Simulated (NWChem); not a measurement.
The numbers come from NWChem runs, not from measurements. System: C$_{2}$H$_{5}$O, charge 0, spin multiplicity 2, at a geometry optimised with UB3LYP/def2-SVP. The structure started from a generated list of species. Its SCF solution wasn't tested for a lower state.

Job file:

```
start mol
memory heap 200 mb stack 900 mb global 1100 mb
geometry units angstroms nocenter noautoz noautosym
  C     -0.245354    -1.178525    -0.042974
  C     -0.374053     0.343290    -0.025048
  O      0.785725     1.038357     0.097040
  H     -1.224810    -1.657429    -0.204588
  H      0.438458    -1.497691    -0.844852
  H      0.160221    -1.540963     0.914864
  H     -1.106804     0.689559     0.743865
  H     -0.836418     0.711075    -0.977481
end
basis spherical
  * library def2-tzvp
end
dft
  xc slater vwn_5
  odft
  mult 2
  semidirect memsize 60000000 filesize 0
  iterations 100
end
task dft energy
```

The output up to the point where the run's verdict is printed (cleaned and shortened):

```
             Northwest Computational Chemistry Package (NWChem) 7.3.0
             --------------------------------------------------------

                                NWChem Input Module
                                -------------------

 Scaling coordinates for geometry "geometry" by  1.889725989
 (inverse scale =  0.529177249)

                             Geometry "geometry" -> ""
                             -------------------------

 Output coordinates in angstroms (scale by  1.889725989 to convert to a.u.)

  No.       Tag          Charge          X              Y              Z
 ---- ---------------- ---------- -------------- -------------- --------------
    1 C                    6.0000    -0.24535400    -1.17852500    -0.04297400
    2 C                    6.0000    -0.37405300     0.34329000    -0.02504800
    3 O                    8.0000     0.78572500     1.03835700     0.09704000
    4 H                    1.0000    -1.22481000    -1.65742900    -0.20458800
    5 H                    1.0000     0.43845800    -1.49769100    -0.84485200
    6 H                    1.0000     0.16022100    -1.54096300     0.91486400
    7 H                    1.0000    -1.10680400     0.68955900     0.74386500
    8 H                    1.0000    -0.83641800     0.71107500    -0.97748100

 Effective nuclear repulsion energy (a.u.)      74.0722085003

            Nuclear Dipole moment (a.u.)
            ----------------------------
        X                 Y               Z
 ---------------- ---------------- ----------------
     0.0000094486    -0.0000056692    -0.0000075589


 Summary of "ao basis" -> "" (spherical)
 ------------------------------------------------------------------------------
       Tag                 Description            Shells   Functions and Types
 ---------------- ------------------------------  ------  ---------------------
 *                         def2-tzvp                  on all atoms

                                 NWChem DFT Module
                                 -----------------

 Summary of "ao basis" -> "ao basis" (spherical)
[...]
 d= 0,ls=0.5,diis    75   -153.1291674928 -9.16D-05  1.29D-05  1.11D-04    65.0
                                                     5.20D-05  5.49D-05
 d= 0,ls=0.5,diis    76   -153.1292153375 -4.78D-05  1.56D-04  1.61D-04    65.8
                                                     7.52D-05  5.20D-05
 d= 0,ls=0.5,diis    77   -153.1288786997  3.37D-04  5.28D-05  2.61D-03    66.6
                                                     5.04D-05  2.60D-04
 d= 0,ls=0.5,diis    78   -153.1290090768 -1.30D-04  3.53D-05  1.78D-03    67.4
                                                     5.00D-05  2.31D-04
 d= 0,ls=0.5,diis    79   -153.1292128680 -2.04D-04  8.40D-05  8.22D-04    68.1
                                                     5.49D-05  1.42D-04
 d= 0,ls=0.5,diis    80   -153.1294030142 -1.90D-04  7.08D-05  8.87D-05    68.9
                                                     5.10D-05  5.08D-05
 d= 0,ls=0.5,diis    81   -153.1294756699 -7.27D-05  2.71D-05  5.88D-06    69.7
                                                     4.96D-05  2.49D-05
 d= 0,ls=0.5,diis    82   -153.1295050132 -2.93D-05  6.78D-05  8.78D-05    70.5
                                                     5.33D-05  3.57D-05
 d= 0,ls=0.5,diis    83   -153.1294565366  4.85D-05  2.22D-05  6.45D-04    71.3
                                                     4.62D-05  8.64D-05
 d= 0,ls=0.5,diis    84   -153.1295607285 -1.04D-04  5.96D-05  1.90D-04    72.1
                                                     5.04D-05  5.20D-05
 d= 0,ls=0.5,diis    85   -153.1295027997  5.79D-05  1.91D-05  7.80D-04    72.9
                                                     4.34D-05  1.07D-04
 d= 0,ls=0.5,diis    86   -153.1295705485 -6.77D-05  5.22D-05  5.40D-04    73.7
                                                     4.61D-05  8.66D-05
 d= 0,ls=0.5,diis    87   -153.1296914340 -1.21D-04  2.20D-05  6.14D-05    74.5
                                                     4.39D-05  3.53D-05
 d= 0,ls=0.5,diis    88   -153.1296976448 -6.21D-06  3.09D-05  2.60D-04    75.3
                                                     4.33D-05  4.99D-05
 d= 0,ls=0.5,diis    89   -153.1296927861  4.86D-06  1.27D-05  4.76D-04    76.1
                                                     4.10D-05  7.20D-05
 d= 0,ls=0.5,diis    90   -153.1297336596 -4.09D-05  3.99D-05  3.94D-04    76.9
                                                     4.26D-05  6.77D-05
 d= 0,ls=0.5,diis    91   -153.1297027625  3.09D-05  2.97D-05  7.79D-04    77.7
                                                     4.11D-05  9.72D-05
 d= 0,ls=0.5,diis    92   -153.1298148241 -1.12D-04  4.28D-05  2.60D-04    78.6
                                                     4.27D-05  5.29D-05
 d= 0,ls=0.5,diis    93   -153.1297614354  5.34D-05  6.34D-05  7.94D-04    79.4
                                                     4.47D-05  9.34D-05
 d= 0,ls=0.5,diis    94   -153.1299112225 -1.50D-04  1.33D-05  5.70D-05    80.1
                                                     3.87D-05  2.66D-05
 d= 0,ls=0.5,diis    95   -153.1299260524 -1.48D-05  8.31D-05  1.55D-04    80.9
                                                     4.81D-05  3.39D-05
 d= 0,ls=0.5,diis    96   -153.1297990473  1.27D-04  4.21D-05  1.11D-03    81.7
                                                     3.81D-05  1.15D-04
 d= 0,ls=0.5,diis    97   -153.1298052052 -6.16D-06  6.10D-05  1.10D-03    82.5
                                                     4.15D-05  1.32D-04
 d= 0,ls=0.5,diis    98   -153.1299866855 -1.81D-04  2.65D-05  1.67D-04    83.3
                                                     3.68D-05  4.61D-05
 d= 0,ls=0.5,diis    99   -153.1299565480  3.01D-05  6.67D-06  5.40D-04    84.1
                                                     3.45D-05  7.02D-05
 d= 0,ls=0.5,diis   100   -153.1300030999 -4.66D-05  1.04D-05  3.73D-04    84.9
                                                     3.42D-05  5.87D-05
```

The run did not converge; its last values are not results. The next line reads: Calculation failed to converge. NWChem stopped with the message: dft energy failed.
